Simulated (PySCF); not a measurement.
Atom-mapped SMILES (the numbers label the heavy atoms): `[S:1]=[B:2][Cl:3]`.

Geometry: PBE0-D3(BJ)/def2-TZVP; GIAO shifts from PySCF, gas phase, non-relativistic, averaged over equivalent atoms.

At wB97X-D/pcSseg-2 (122 basis functions, 7.7 s wall time on 1 thread of an Arm Neoverse N1, shared host):
| atoms | δ (ppm) |
| --- | --- |
| S1 | -105.6 |
| B2 | 41.0 |
| Cl3 | 68.8 |

Shifts are taken against calculated references (same method and geometry level): CS2 for $^{33}$S (510.68 ppm); $^{11}$B (99.58 ppm) against BF3·OEt2; $^{35}$Cl (940.66 ppm) vs HCl.

Problem. Estimate the result of repeating the calculation with PBE0/pcSseg-2.

Solution. 
```json
{"atoms": "S1", "δ at PBE0/pcSseg-2": "-99.2", "change": "+6.4"}
{"atoms": "B2", "δ at PBE0/pcSseg-2": "38.5", "change": "-2.5"}
{"atoms": "Cl3", "δ at PBE0/pcSseg-2": "81.5", "change": "+12.7"}
```

References, each an isolated molecule treated in the same way: CS2 for $^{33}$S (512.98 ppm); $^{11}$B (98.70 ppm) against BF3·OEt2; $^{35}$Cl (945.66 ppm) vs HCl.

The largest change is at Cl3 (chlorine bonded to B). Cost: 122 basis functions, 9.1 s wall time on 1 thread of an Arm Neoverse N1, shared host.
